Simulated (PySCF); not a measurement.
# One shape, several levels: CH5AlS (SMILES C[S][AlH2])

We compute a comparison of 3 runs (BLYP/def2-SVPD, CAM-B3LYP/def2-SVPD, M06-2X/def2-SVPD) of CH5AlS. 

Program for the calculation: PySCF 2.14.0.

## (1) The structure to begin with

CH5AlS: 8 atoms, total charge 0, spin state singlet. As SMILES, `C[S][AlH2]`. The coordinates come from a PBE0-D4/def2-TZVP relaxation.

Bond lengths: C1–S2 1.822 Å, S2–Al3 2.168 Å, C1–H4 1.089 Å, C1–H5 1.090 Å, C1–H6 1.089 Å, Al3–H7 1.585 Å, Al3–H8 1.580 Å. Angles: C1–S2–Al3 102.5°, S2–C1–H4 108.7°, S2–C1–H5 111.6°, S2–C1–H6 108.7°, S2–Al3–H7 117.5°, S2–Al3–H8 117.5°, H4–C1–H5 109.2°, H4–C1–H6 109.2°, H5–C1–H6 109.2°, H7–Al3–H8 125.0°.

## (2) A single-point energy at BLYP/def2-SVPD (run 1)

Input file mol.xyz:

```xyz
8
CH5AlS
C     -0.724600     1.053200    -0.503600
S     -1.089900    -0.442800     0.469800
Al     0.859700    -1.372400     0.651800
H     -1.303700     1.020900    -1.425600
H      0.334900     1.125300    -0.747500
H     -1.020100     1.927600     0.074700
H      2.088300    -0.637300    -0.027600
H      0.947600    -2.731800     1.452200
```

Input file calc.py:

```python
from pyscf import gto, dft

molecule = gto.M(
    atom='mol.xyz',
    max_memory=1860,
    verbose=3,
    charge=0,
    basis='def2-svpd',
)

mf = dft.RKS(molecule, xc='blyp')
mf.grids.level = 5
mf.conv_tol = 1e-10
mf.kernel()
if not mf.converged:
    mf = mf.newton().run(mf.mo_coeff, mf.mo_occ)

energy = mf.e_tot
print(f'total energy: {energy:.8f} hartree')
```

Run with:

```bash
OMP_NUM_THREADS=1 python calc.py
```

The log of the run:

```text
converged SCF energy = -681.493698266352
total energy: -681.49369827 hartree
```

Wall time 15 s (1 thread of Intel Xeon Platinum 8488C (Sapphire Rapids), shared host); peak memory 0.58 GiB.

## (3) The energy at CAM-B3LYP/def2-SVPD (run 2)

Input file run.py:

```python
from pyscf import gto, dft

mol = gto.M(
    atom=[
    ('C', (-0.724600, 1.053200, -0.503600)),
    ('S', (-1.089900, -0.442800, 0.469800)),
    ('Al', (0.859700, -1.372400, 0.651800)),
    ('H', (-1.303700, 1.020900, -1.425600)),
    ('H', (0.334900, 1.125300, -0.747500)),
    ('H', (-1.020100, 1.927600, 0.074700)),
    ('H', (2.088300, -0.637300, -0.027600)),
    ('H', (0.947600, -2.731800, 1.452200)),
],
    basis='def2-svpd',
    max_memory=1860,
    verbose=3,
    spin=0,
)

myscf = dft.RKS(mol, xc='cam-b3lyp')
myscf.grids.level = 5
myscf.conv_tol = 1e-10
myscf.kernel()
if not myscf.converged:
    myscf = myscf.newton().run(myscf.mo_coeff, myscf.mo_occ)

etot = myscf.e_tot
print('E(%s) = %.9f' % ('CAM-B3LYP', etot))
```

Run with:

```bash
OMP_NUM_THREADS=1 python run.py
```

The log of the run:

```text
converged SCF energy = -681.51510340638
E(CAM-B3LYP) = -681.515103406
```

Wall time 24 s (1 thread of Intel Xeon Platinum 8488C (Sapphire Rapids), shared host); peak memory 0.59 GiB.

## (4) A single-point energy at M06-2X/def2-SVPD (run 3)

mol.xyz is that of step 2.

Input file input.py:

```python
from pyscf import gto, dft

system = gto.M(
    atom='mol.xyz',
    max_memory=1860,
    verbose=3,
    basis='def2-svpd',
    charge=0,
    spin=0,
)

mf = dft.RKS(system)
mf.xc = 'm06-2x'
mf.conv_tol = 1e-10
mf.grids.level = 5
mf.kernel()
if not mf.converged:
    mf = mf.newton().run(mf.mo_coeff, mf.mo_occ)

energy = mf.e_tot
print(f'total energy: {energy:.8f} hartree')
```

Run with:

```bash
OMP_NUM_THREADS=1 python input.py
```

The log of the run:

```text
converged SCF energy = -681.471172245531
total energy: -681.47117225 hartree
```

It took 26 s on 1 thread of Intel Xeon Platinum 8488C (Sapphire Rapids), shared host; peak memory 0.62 GiB.

## (5) All runs side by side

```csv
run,level,energy (Eh),dipole moment (D),HOMO energy (eV),LUMO energy (eV),wall time
1,BLYP/def2-SVPD,-681.493698,1.42,-5.98,-1.92,15 s
2,CAM-B3LYP/def2-SVPD,-681.515103,1.47,-8.53,-0.37,24 s
3,M06-2X/def2-SVPD,-681.471172,1.49,-8.36,-0.67,26 s
```

## (6) Results

| quantity | value |
| --- | --- |
| run 3: total energy | -681.47117 Eh |
| run 3: dipole moment | 1.49 D |
| run 3: HOMO energy | -8.36 eV |
| run 3: LUMO energy | -0.67 eV |
| run 3: HOMO–LUMO gap | 7.69 eV |

**Reading.** The dipole moment (its size) runs from 1.42 D (BLYP/def2-SVPD) to 1.49 D (M06-2X/def2-SVPD). The HOMO–LUMO gap runs from 4.06 eV (BLYP/def2-SVPD) to 8.16 eV (CAM-B3LYP/def2-SVPD). Totals of different functionals can't be ranked against each other. All runs together took 65 s, the longest 26 s.
